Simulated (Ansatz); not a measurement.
System: rock-salt HoN. Method: r²SCAN in Ansatz (plane waves, PAW).

Numerical settings: plane-wave cutoff 500 eV, 14×14×14 k mesh, Fermi–Dirac smearing 0.05 eV, spin-polarised with parallel moments, scalar-relativistic PAW data made under PBE.

Computed at the level's own relaxed cell.

Task: Give the computed volume per atom and lattice parameter a.

Result: 
* **volume per atom**: 14.30 Å³/atom
* **lattice parameter a**: 4.854 Å

Note: the magnetic order was assumed, not searched for or taken from measurement; the 4f shell is treated without U or exact exchange, so its levels and filling can be wrong.

Spin–orbit coupling is not included.

The computed numbers hold no vibrational or temperature effects.

The result took around 100 core-seconds (rough).

Ansatz is a program for electronic structure.
